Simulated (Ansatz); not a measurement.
# C₂H₄Cl₂: vertical ionisation energy

How much energy removes an electron from C₂H₄Cl₂ at fixed geometry? The cation is run at each level and the neutral's energy taken from earlier runs.

Program: Ansatz 0.2.0, Gaussian basis. Level of theory: unrestricted cation, the program's frozen cores in correlated methods. These are calculated values, not measurements.

The runs, in order: UKS PBE-D4/def2-TZVPP; UKS r2SCAN-D4/def2-TZVPP; UKS PBE0-D4/def2-TZVPP; UKS B3LYP-D4/def2-TZVPP; UKS wB97X-V/def2-TZVPP; UKS wB97M-V/def2-TZVPP; UKS B2PLYP/def2-TZVPP; UHF-CCSD(T)/def2-TZVPP; UHF-MP2/def2-QZVPP; extrapolation to the limit; then −ε(HOMO) from the neutral's earlier runs with LDA (SPW92), PBE-D4, revPBE-D4, BLYP-D4, r2SCAN-D4, B97M-V, PBE0-D4, B3LYP-D4, r2SCANh-D4, r2SCAN0-D4, HSE06-D4, BHLYP-D4, CAM-B3LYP-D4, LC-ωPBE, ωB97X-V, ωB97M-V.

## (1) The relaxed structure

The geometry comes from an earlier relaxation with PBE0-D4 in a triple-zeta def2 set; it is a stationary point, not always the lowest conformer.

SMILES `ClCCCl`, 8 atoms, charge 0, spin multiplicity 1.

Atoms are counted from 1 here; the program's logs count them from 0.

Bond lengths: Cl1–C2 1.776 Å, C2–C3 1.504 Å, C2–H5 1.091 Å, C2–H6 1.089 Å, C3–Cl4 1.776 Å, C3–H7 1.091 Å, C3–H8 1.089 Å. Angles: Cl1–C2–C3 112.5°, Cl1–C2–H5 107.0°, Cl1–C2–H6 107.4°, C3–C2–H5 109.3°, C3–C2–H6 111.2°, H5–C2–H6 109.3°, C2–C3–Cl4 112.5°, C2–C3–H7 109.3°, C2–C3–H8 111.2°, Cl4–C3–H7 107.0°, Cl4–C3–H8 107.4°, H7–C3–H8 109.3°.

Coordinates:

```
Cl   -2.03177    0.13996   -0.47633
C    -0.45131    0.55504    0.21923
C     0.63914   -0.37871   -0.22944
Cl    0.44386   -2.01787    0.42555
H    -0.21479    1.56873   -0.10830
H    -0.55877    0.54360    1.30292
H     1.60128   -0.00576    0.12548
H     0.66456   -0.46218   -1.31500
```

## (2) Cation, UKS PBE-D4/def2-TZVPP

Contents of in.yaml:

```yaml
crystal:
  periodic: [false, false, false]
  atoms:
    - {symbol: Cl, position_ang: [-2.031774, 0.139958, -0.476332]}
    - {symbol: C, position_ang: [-0.451307, 0.555039, 0.219230]}
    - {symbol: C, position_ang: [0.639141, -0.378713, -0.229440]}
    - {symbol: Cl, position_ang: [0.443858, -2.017868, 0.425547]}
    - {symbol: H, position_ang: [-0.214793, 1.568727, -0.108300]}
    - {symbol: H, position_ang: [-0.558773, 0.543597, 1.302919]}
    - {symbol: H, position_ang: [1.601284, -0.005760, 0.125480]}
    - {symbol: H, position_ang: [0.664565, -0.462180, -1.315004]}
basis:
  gaussian: {orbitals: def2-TZVPP}
total_charge: 1
magnetization: {spin_polarized: true, initial_magnetization: 1}
hamiltonian: {xc: pbe, dispersion: d4}
```

On the command line:

```sh
$ ansatz run in.yaml --threads 4 --pin off --events-out ev --progress --plain --max-ram 10444MiB
```

The runs that follow: Cation, UKS r2SCAN-D4/def2-TZVPP; Cation, UKS PBE0-D4/def2-TZVPP; Cation, UKS B3LYP-D4/def2-TZVPP; Cation, UKS wB97X-V/def2-TZVPP; Cation, UKS wB97M-V/def2-TZVPP; Cation, UKS B2PLYP (frozen core)/def2-TZVPP; Cation, UHF-CCSD(T)/def2-TZVPP; Cation, UHF-MP2/def2-QZVPP.

**Question.** What will the summary of the whole plan be? Wanted: ionisation energy, CCSD(T)/CBS; nearest functional by difference; nearest −ε(HOMO); −ε(HOMO) of PBE; T1 of the cation.

**Answer**, as computed:

```
                        quantity               value
  ionisation energy, CCSD(T)/CBS            11.40 eV
nearest functional by difference  ωB97X-V (-0.27 eV)
                nearest −ε(HOMO)  LC-ωPBE (-0.08 eV)
                 −ε(HOMO) of PBE             7.03 eV
                T1 of the cation               0.033
```

**Reading.** Energy differences with functionals land within 1.19 eV of the reference. −ε(HOMO) of PBE misses by 4.4 eV, since self-interaction lifts the level. Among orbital estimates LC-ωPBE comes nearest. Hartree-Fock falls 1.14 eV short, as the neutral has more correlation energy than the cation. The cation's T1 (from the report) is 0.033, near the customary mark of 0.045 for open shells, so the coupled-cluster value is less safe.
